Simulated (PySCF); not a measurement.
OF and its ions

UHF-CCSD(T); PySCF, no relativity, basis sets O cc-pVDZ, F cc-pVDZ. Neutral (UHF): doublet (π ↑), Re = 1.373 Å, ωe = 994 cm⁻¹, De = 1.65 eV.

OF⁺ (UHF): triplet (π ↑↑), Re = 1.245 Å, ωe = 1238 cm⁻¹, De = 2.27 eV to O⁺ + F. The energies at the minima are -174.49825 hartree for OF and -174.04861 for OF⁺.

(1) Work out the adiabatic ionisation energy, without and with harmonic zero-point energies (1 hartree = 27.2114 eV, 1 eV = 8065.5 cm⁻¹), and the change of the bond length.

Correlated steps freeze 2 core orbitals. Correlated levels converge slowly with the basis: in double zeta they bind strong bonds too weakly, by up to about 1 eV, and carry superposition errors of some tenths. For an ion De counts to the pair picked by the measured ionisation energies or electron affinities, which need not be the lowest pair at this level. The CCSD T1 diagnostic is raised in OF⁺, a sign that a single reference may not be enough there. States were picked by a PBE0 search and need not be the measured ground states.

## Answers

(1) At UHF-CCSD(T): 0.44964 hartree = 12.235 eV between the minima; the zero-point term (1238.0 − 994.0)/2 cm⁻¹ = +0.015 eV makes it 12.250 eV. Re changes by -12.8 pm against the neutral. The electron leaves a π orbital, and the shorter bond of the ion fits an antibonding orbital, or a change in how ionic the bond is.
